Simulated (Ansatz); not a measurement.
What a trial cell of BeV relaxes into

Method: Ansatz, DFT PBE, scalar-relativistic, plane waves, PAW. Cutoff 420 eV, Γ-centred k mesh, Gaussian smearing, no spin polarisation in the final step.

BeV was placed on the rock salt structure type (Fm-3m, No. 225), with Be in place of Na, V in place of Cl, at a guessed volume.

```xyz
2
Lattice="0.0000 2.1828 2.1828 2.1828 0.0000 2.1828 2.1828 2.1828 0.0000" Properties=species:S:1:pos:R:3 pbc="T T T"
Be    0.0000    0.0000    0.0000
V     2.1828    2.1828    2.1828
```

Cell and atoms relax at zero pressure; the relaxation can't lower the symmetry of the start. After a coarse first stage the cell is made exact in the group found at 0.06 Å.

The zero of energy is the elements' standard structures at the same level; no fitted shifts are applied.

Task: Describe the relaxed structure.

Result: It keeps Fm-3m (No. 225). The result has the rock salt structure. Conventional cell: a = 4.533 Å. Be has 6 V at 2.27 Å; around V lie 6 Be at 2.27 Å.

```xyz
2
Lattice="0.0000 2.2663 2.2663 2.2663 0.0000 2.2663 2.2663 2.2663 0.0000" Properties=species:S:1:pos:R:3 pbc="T T T"
Be    0.0000    0.0000    0.0000
V     2.2663    2.2663    2.2663
```

Task: What are its volume, energy, density and gap?

Result: The volume per atom is 11.64 Å³. The density is 4.28 g/cm³. The energy over the elements is 0.48 eV/atom and the gap on the 22×22×22 mesh is 0 eV (a metal).

The final run used a 22×22×22 mesh on its 2-atom cell and 0.10 eV smearing. For metals, differences of a few meV/atom aren't resolved. A structure relaxed within its symmetry needn't be a true minimum.

Cost: 3 runs of about 0.4 core-minutes in all, on Arm Neoverse V2 (shared hosts).